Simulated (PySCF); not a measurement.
# Computed NMR parameters against published values

Structure with atom numbers: `[CH3:1][CH2:2][CH2:3][C:4](=[O:5])[Cl:6]`. Each H is labelled by its parent atom.

Measured values that the calculation should reproduce: δ 13C C3 48.9; C2 18.8; C1 13.0; δ 1H H(C3) 2.87; H(C2) 1.74; H(C1) 1.00 ppm (measured; solution, not stated per compound (mostly CDCl3 or CCl4); Pretsch, Buehlmann, Badertscher, Structure Determination of Organic Compounds, 4th ed. (2009)).

PySCF 2.14.0 with density-fitted response routines calculation with GFN2-xTB structure and PBE0/pcSseg-1 with gauge-including orbitals; no solvent, no relativistic terms, one conformer, averaged over atoms made equivalent by symmetry, fast rotation or ring inversion.

**Question.** What does the calculation give, and how does it compare?

**Answer.** 
Reference values: measured (solution, not stated per compound (mostly CDCl3 or CCl4); Pretsch, Buehlmann, Badertscher, Structure Determination of Organic Compounds, 4th ed. (2009)).
| atoms | quantity | reference | computed | computed, scaled |
| --- | --- | --- | --- | --- |
| C3 | δ 13C | 48.9 | 52.3 | 48.8 |
| C2 | δ 13C | 18.8 | 22.6 | 19.9 |
| C1 | δ 13C | 13.0 | 15.0 | 12.4 |
| H(C3) | δ 1H | 2.87 | 2.79 | 2.72 |
| H(C2) | δ 1H | 1.74 | 1.61 | 1.61 |
| H(C1) | δ 1H | 1.00 | 0.97 | 1.00 |

Computed shifts are σ(ref) − σ with the named reference compound (TMS for H and C) calculated as an isolated molecule at the same level. The measured values may be among those fitted. Scaled to experiment by linear calibration (H and C: mostly CDCl3 data, vs TMS): 13C: δ = 179.97 − 0.974σ -5.5 per attached Cl (rms 2.1 ppm, 958 shifts, 2.3 ppm with the 13 outliers that the fit left out); 1H: δ = 30.01 − 0.943σ (rms 0.17 ppm, 504 shifts, 0.18 ppm with the 4 outliers that the fit left out). Occasional misses reach two or three times the rms, and more in compound classes unlike the fitted ones.

**Question.** How far are the unscaled 13C shifts from the references?

**Answer.** Mean signed difference +3.07 ppm, mean absolute 3.07 ppm over 3 comparisons; the largest is +3.8 ppm at C2 (sp3 CH2).

**Question.** How far are the unscaled 1H shifts from the references?

**Answer.** Mean signed difference -0.08 ppm, mean absolute 0.08 ppm over 3 comparisons; the largest is -0.13 ppm at H(C2) (hydrogen on an sp3 CH2).
